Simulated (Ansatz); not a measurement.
`[F][AlH][F]` + H₂ → `[F][AlH2]` + H–F at 600 K and 1 bar (hydrogenolysis of the Al–F bond).

Calculated with Ansatz (gas phase, PBE0-D4/def2-TZVP geometries, no zero-point term in ΔE). CCSD(T)/CBS is frozen-core, at the limit of the def2 triple- and quadruple-zeta sets.

```csv
species,CCSD(T)/CBS energy (Eh),H − E (kJ/mol),S (J/(mol·K))
`[F][AlH][F]`,-442.34918,62.3,308.1
H₂,-1.17463,43.9,150.8
`[F][AlH2]`,-343.06397,68.4,279.9
H–F,-100.39431,42.3,194.0
```

H − E and S are ideal-gas, rigid-rotor, harmonic terms from PBE0-D4/def2-TZVP. 1 Eh = 2625.50 kJ/mol, R = 8.31446 J/(mol·K).

Q: By hand: ΔE, ΔH, ΔS and ΔG.

A: ΔE = (-343.06397) + (-100.39431) − (-442.34918) − (-1.17463) = 0.06553 Eh = 172.0 kJ/mol. Δ(H − E) = 68.4 + 42.3 − 62.3 − 43.9 = 4.5, so ΔH = 176.5 kJ/mol. ΔS = 279.9 + 194.0 − 308.1 − 150.8 = 15.0 J/(mol·K). ΔG = 176.5 − 600 × (15.0)/1000 = 167.5 kJ/mol.

Q: By hand: the equilibrium constant, and the temperature at which ΔG would vanish if ΔH and ΔS stayed fixed.

A: log₁₀ K = −ΔG/(RT ln 10) = -14.6. ΔG = 0 at ΔH/ΔS = 11767 K, far beyond where these terms or the molecules hold.

ΔH outweighs TΔS. A doubt of 5 kJ/mol in ΔE shifts log₁₀ K by 0.4 here. These are equilibria of isolated gas molecules and say nothing of rates. Largest T1 diagnostic: 0.013 (customary marks: 0.02 for closed shells, 0.045 for open ones).
